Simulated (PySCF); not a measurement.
## Spin states of Na2

Unrestricted PBE0; basis Na jorge-DZP-DKH; spin-free X2C with a Gaussian nucleus; PySCF 2.14. Outer shells of the fragments: Na 3s1; Na 3s1.

Followed along the bond (rough minima from three points):

```json
{"2Ms+1": "1", "unpaired": "none", "⟨S²⟩ at the start": "0.00", "R at minimum (Å)": "3.09", "Te (eV)": "0.00"}
{"2Ms+1": "3", "unpaired": "σ ↑, π ↑", "⟨S²⟩ at the start": "2.00", "R at minimum (Å)": "3.12", "Te (eV)": "1.60"}
{"2Ms+1": "3", "unpaired": "σ ↑↑", "⟨S²⟩ at the start": "2.00", "R at minimum (Å)": "none in the scan", "Te (eV)": "≤ 0.82"}
```

Solutions found at the starting distance of 3.150 Å, counted from the lowest of them; the search is not exhaustive and high or unbound solutions are not listed, so other states can lie among these:

| 2Ms+1 | unpaired | term | E (eV) | ⟨S²⟩ | ⟨Lz²⟩ |
| --- | --- | --- | --- | --- | --- |
| 1 | none | ¹Σ⁺ | 0.00 | 0.00 | 0.00 |
| 3 | σ ↑↑ | ³Σ⁺ | 0.93 | 2.00 | 0.00 |
| 3 | σ ↑, π ↑ | ³Π | 1.60 | 2.00 | 1.01 |
| 1 | σ ↓, π ↑ | mixed | 1.95 | 1.00 | 1.00 |

A term symbol is given only where ⟨S²⟩ and ⟨Lz²⟩ are close to those of a pure state; real π, δ and φ orbitals otherwise mix terms, and g/u labels are left off.

Counting both spins, an empty level lies below a filled one in some of these solutions, because spin and occupation are held.
